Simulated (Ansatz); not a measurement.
Gas-phase electronic energies from Ansatz, PBE0-D4/def2-TZVP geometries. CCSD(T)/CBS adds triple-zeta CCSD(T) − MP2 to the extrapolated MP2 energy (def2 sets, frozen cores). This one scheme is used for every species, atoms too. Functionals use def2-TZVPP. HSE06 is defined as in plane-wave codes. Anions take the def2 sets with diffuse functions and neutrals don't, so finite-basis rows favour the anion. One conformer a species, not always the lowest.

Reaction (deprotonation): `O=C(O)O` → `O=C([O-])O` + H⁺

| level | ΔE (kJ/mol) |
| --- | --- |
| HSE06 | 1447.2 |
| LC-ωPBE | 1447.3 |

Q: What does CCSD(T)/CBS give? (Best estimate.)

A: The calculation gave: +1452.6 kJ/mol. The listed levels differ from it by -5.4, -5.3 kJ/mol.

Largest T1 diagnostic among the species: 0.017.

From PBE to PBE0 (25 % exact exchange), in def2-TZVPP and without D4, ΔE moves by +19.3 kJ/mol. In def2-TZVPP, CCSD(T) changes the Hartree–Fock value by −40.0 kJ/mol (the triples alone add −10.1 kJ/mol) and MP2 by −50.5 kJ/mol. At CCSD(T), def2-SVP lies −151.7 kJ/mol from the extrapolated value and def2-TZVPP −18.7 kJ/mol.
